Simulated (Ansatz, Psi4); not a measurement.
Predicting a hybrid from its neighbours: NOF (nitrosyl fluoride)

NOF: 3 atoms, total charge 0, spin state singlet. SMILES: `O=NF`. The shape is that of a PBE0-D4/def2-TZVP optimisation.

The vertical ionisation energy (to the doublet cation) y, in eV, basis def2-TZVPP; a is the functional's share of exact exchange. Programs: Ansatz 0.2.0, Psi4 1.11.

```
functional  program     a  y (eV)
      TPSS     Psi4     0   12.80
       PBE     Psi4     0   12.83
     B3LYP     Psi4   0.2       ?
   r2SCAN0   Ansatz  0.25   12.98
      PBE0     Psi4  0.25   12.96
     BHLYP     Psi4   0.5   12.98
```

Task: Fit y = c + s·a to the known rows and predict B3LYP.

Result: 
1. Means of the 5 rows: a = 0.2000, y = 12.910.
2. Σ(Δa)² = 0.175, Σ(Δa·Δy) = 0.065, so the slope is 0.065/0.175 = 0.37143.
3. Intercept: 12.910 − (0.37143) × 0.2000 = 12.836. The largest residual of the fit is 0.051.
4. B3LYP: 12.836 + (0.37143) × 0.2 = 12.91 eV.

The run gave 13.08 eV, so the prediction is off by -0.17 eV, more than the largest residual. The rows mix families of semi-local functionals, which the line can't see.
